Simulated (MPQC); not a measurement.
**One shape, several levels: BH2Cl− (SMILES [BH2-]Cl)**

Wanted: a comparison of 6 runs (UHF/STO-3G, UHF/3-21G, UHF/6-31G*, UHF/def2-SVP, UB3LYP/STO-3G, UBLYP/def2-SVPD) of BH2Cl−. 

Program for the calculation: MPQC 2.3.1.

2 further runs of the same task are left out: 1 that didn't finish, 1 set aside as unsound or not needed.

## 1. The molecule

BH2Cl− has 4 atoms, charge -1, and is taken as a doublet. SMILES: `[BH2-]Cl`. The shape is that of a GFN2-xTB optimisation.

Bond lengths: B1–Cl2 1.923 Å, B1–H3 1.212 Å, B1–H4 1.212 Å. Angles: Cl2–B1–H3 107.8°, Cl2–B1–H4 107.8°, H3–B1–H4 115.8°.

## 2. Energy and gradient at UHF/STO-3G (run 1)

File mol.in:

```
% BClH2
molecule<Molecule>: (
  symmetry = c1
  unit = bohr
  { atoms geometry } = {
    B  [ -0.13745868  -0.36721158  -0.63734793 ]
    Cl [ 2.62702167   0.11784332   1.67193519 ]
    H  [ -1.82163929  -1.42211340   0.50007822 ]
    H  [ -0.66794260   1.67146276  -1.53466548 ]
  }
)
basis<GaussianBasisSet>: (
  name = "STO-3G"
  molecule = $:molecule
  basisdir = "."
  puream = yes
)
mpqc: (
  checkpoint = no
  savestate = no
  restart = no
  do_energy = yes
  do_gradient = yes
  optimize = no
  mole<UHF>: (
    molecule = $:molecule
    basis = $:basis
    total_charge = -1
    multiplicity = 2
    memory = 1000000000
    print_evals = yes
    print_npa = yes
    maxiter = 120
    value_accuracy = 1e-08
    guess_wavefunction<ExtendedHuckelWfn>: (
      molecule = $:molecule
      total_charge = -1
      multiplicity = 2
      basis<GaussianBasisSet>: (
        name = "STO-3G"
        molecule = $:molecule
      )
    )
  )
)
```

The basis set STO-3G is read from a file made from the Basis Set Exchange's data (not shown).

The run is started by

```sh
$ mpqc -o mol.out mol.in
```

Standard output:

```text
MPQC: Massively Parallel Quantum Chemistry
[...]
  USCF::init: total charge = -1
[...]
  iter     1 energy = -435.2681602064 delta = 8.43271e-01
[...]
  <S^2>      = 0.755147
  total scf energy = -479.9884993001
[...]
Value of the MolecularEnergy: -479.9884993001
  Gradient of the MolecularEnergy:
      1    0.0282256006
      2   -0.0114804791
      3   -0.0016099727
      4   -0.0084336353
      5   -0.0003086970
      6   -0.0051574459
      7   -0.0164995666
      8   -0.0118834583
      9    0.0151171986
     10   -0.0032923987
     11    0.0236726343
     12   -0.0083497800
[...]
      symmetry = c1
[...]
      nbasis = 16
[...]
    nalpha = 13
    nbeta = 12
[...]
```

Run time: 0.12 s. Hardware: 1 thread of Arm Neoverse V2, shared host.

## 3. Energy and forces at UHF/3-21G (run 2)

File input.in:

```
molecule<Molecule>: (
   symmetry = c1
   unit = angstrom
   { atoms geometry } = {
      B  [ -0.072740      -0.194320      -0.337270 ]
      Cl [ 1.390160       0.062360       0.884750 ]
      H  [ -0.963970      -0.752550       0.264630 ]
      H  [ -0.353460       0.884500      -0.812110 ]
   }
)
basis<GaussianBasisSet>: (
   name = "3-21G"
   molecule = $:molecule
   basisdir = "."
   puream = yes
)
mpqc: (
   checkpoint = no
   savestate = no
   restart = no
   do_energy = yes
   do_gradient = yes
   optimize = no
   mole<UHF>: (
      molecule = $:molecule
      basis = $:basis
      total_charge = -1
      multiplicity = 2
      memory = 1000000000
      print_evals = yes
      print_npa = yes
      maxiter = 120
      value_accuracy = 1e-08
      guess_wavefunction<UHF>: (
         molecule = $:molecule
         total_charge = -1
         multiplicity = 2
         memory = 1000000000
         value_accuracy = 1e-3
         basis<GaussianBasisSet>: (
            name = "STO-2G"
            molecule = $:molecule
         )
      )
   )
)
```

The basis set 3-21G is read from a file made from the Basis Set Exchange's data (not shown).

The run is started by

```sh
$ mpqc input.in > input.out
```

Standard output:

```text
MPQC: Massively Parallel Quantum Chemistry
[...]
  <S^2>      = 0.755884
  total scf energy = -482.9943936357
[...]
Value of the MolecularEnergy: -482.9943936357
  Gradient of the MolecularEnergy:
      1    0.0256689183
      2   -0.0016191509
      3    0.0119953488
      4   -0.0264921534
      5   -0.0027687629
      6   -0.0191850110
      7    0.0004772823
      8    0.0023112090
      9    0.0035493210
     10    0.0003459528
     11    0.0020767048
     12    0.0036403413
[...]
      symmetry = c1
[...]
      nbasis = 26
[...]
    nalpha = 13
    nbeta = 12
[...]
```

Wall time 0.24 s (1 thread of Arm Neoverse V2, shared host).

Runs 3 to 5 aren't shown in full; the table further down has their settings and results.

## 4. Energy and gradient at UBLYP/def2-SVPD (run 6)

File input.in:

```
% BClH2
molecule<Molecule>: (
  symmetry = c1
  unit = angstrom
  { atoms geometry } = {
    B  [ -0.072740    -0.194320    -0.337270 ]
    Cl [ 1.390160     0.062360     0.884750 ]
    H  [ -0.963970    -0.752550     0.264630 ]
    H  [ -0.353460     0.884500    -0.812110 ]
  }
)
basis<GaussianBasisSet>: (
  name = "def2-SVPD"
  molecule = $:molecule
  basisdir = "."
  puream = yes
)
mpqc: (
  checkpoint = no
  savestate = no
  restart = no
  do_energy = yes
  do_gradient = yes
  optimize = no
  mole<UKS>: (
    molecule = $:molecule
    basis = $:basis
    total_charge = -1
    multiplicity = 2
    memory = 1000000000
    print_evals = yes
    print_npa = yes
    maxiter = 120
    value_accuracy = 1e-08
    functional<StdDenFunctional>: ( name = "BLYP" )
    integrator<RadialAngularIntegrator>: ( grid = xfine )
    guess_wavefunction<UHF>: (
      molecule = $:molecule
      total_charge = -1
      multiplicity = 2
      memory = 1000000000
      value_accuracy = 1e-3
      basis<GaussianBasisSet>: (
        name = "STO-3G"
        molecule = $:molecule
      )
    )
  )
)
```

The basis set def2-SVPD is read from a file made from the Basis Set Exchange's data (not shown).

The run is started by

```sh
$ mpqc input.in > input.out
```

Standard output:

```text
MPQC: Massively Parallel Quantum Chemistry
[...]
  Integrated electron density error = -0.000306139340
  iter     1 energy = -485.7617309331 delta = 1.45400e-01
  Integrated electron density error = -0.000324985616
  iter     2 energy = -486.0529607253 delta = 3.85369e-02
[...]
  Integrated electron density error = 0.000000113525
  iter    52 energy = -486.0807068819 delta = 1.85917e-08
  Integrated electron density error = 0.000000113524
  iter    53 energy = -486.0807068819 delta = 1.53524e-08
  Integrated electron density error = 0.000000113525
  iter    54 energy = -486.0807068819 delta = 1.07583e-08
[...]
  <S^2>      = 0.752142
  total scf energy = -486.0807068819
[...]
  Integrated electron density error = 0.000000112557
  Total Gradient:
[...]
Value of the MolecularEnergy: -486.0807068819
  Gradient of the MolecularEnergy:
      1    0.0028320225
      2   -0.0033751610
      3   -0.0036288473
      4   -0.0087848863
      5    0.0006070950
      6   -0.0039997217
      7    0.0048462747
      8    0.0063523936
      9    0.0005710340
     10    0.0011065891
     11   -0.0035843275
     12    0.0070575349
[...]
        symmetry = c1
[...]
        nbasis = 63
[...]
      nalpha = 13
      nbeta = 12
[...]
```

Wall time 94 s (1 thread of Arm Neoverse V2, shared host); peak memory 0.53 GiB.

## 5. All runs side by side

| run | level | starting guess | integration grid | energy (Eh) | ⟨S²⟩ | largest force (eV/Å) | wall time |
| --- | --- | --- | --- | --- | --- | --- | --- |
| 1 | UHF/STO-3G | huckel STO-3G | – | -479.988499 | 0.755 | 1.569 | 0.12 s |
| 2 | UHF/3-21G | STO-2G | – | -482.994394 | 0.756 | 1.688 | 0.24 s |
| 3 | UHF/6-31G* (spherical functions) | STO-3G | – | -485.315486 | 0.756 | 0.695 | 0.86 s |
| 4 | UHF/def2-SVP | STO-2G | – | -485.171859 | 0.755 | 0.572 | 1.1 s |
| 5 | UB3LYP/STO-3G | STO-3G | xfine | -480.814481 | 0.752 | 1.134 | 3.9 s |
| 6 | UBLYP/def2-SVPD | STO-3G | xfine | -486.080707 | 0.752 | 0.497 | 94 s |

## 6. Results

| quantity | value |
| --- | --- |
| run 6: total energy | -486.08071 Eh |
| run 6: ⟨S²⟩ | 0.752 |
| run 6: largest force on an atom | 0.497 eV/Å |

**Reading.** Totals of different functionals can't be ranked against each other. In runs 1, 5 the basis is minimal, so the values are rough. All runs together took 1.7 min, the longest 94 s.
